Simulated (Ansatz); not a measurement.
A made-up structure of CH3BN (charge -1), singlet:

B1  (-0.608, 0.117, -0.246)
C2  (0.868, -0.102, 0.163)
N3  (0.086, -0.393, 1.108)
H4  (-1.208, -0.710, -0.932)
H5  (-0.130, -0.637, 2.074)
H6  (1.971, -0.154, 0.154)
(Å)

It is relaxed with PBE-D4/def2-SVPD and then PBE0-D4/def2-TZVPD (Ansatz 0.2.0). Atoms count as bonded within 1.22 times the sum of their covalent radii (H–H: 0.88 Å). The end point is not checked to be a true minimum.

Task: Does its bonding change? (A judgement: the text doesn't fix the answer.)

Result: Computed: No: no bond forms or breaks.

Where it ends: The first stage lowers the energy by 2.04 eV in 15 steps. It ends as CH₃BN ([BH]1[CH][NH]1), total charge -1:
```
6
angstrom
B -0.3779 -0.3232 -0.1776
C 0.9184 0.0480 0.2012
N 0.0635 -0.8505 1.1712
H -1.3364 -0.3907 -0.9008
H -0.2729 -0.2629 1.9340
H 1.9840 -0.0992 0.0936
```

Labels in which every atom is bracketed show which atoms are joined, not bond orders.

For scale, one of the runs: PBE0-D4/def2-TZVPD relaxation, 138 basis functions, launched by `ansatz run in.yaml --threads 2 --pin off --events-out ev --progress --plain --max-ram 4352MiB`. The run took about 22 s on 2 CPU threads of an Arm Neoverse V1 (shared host).
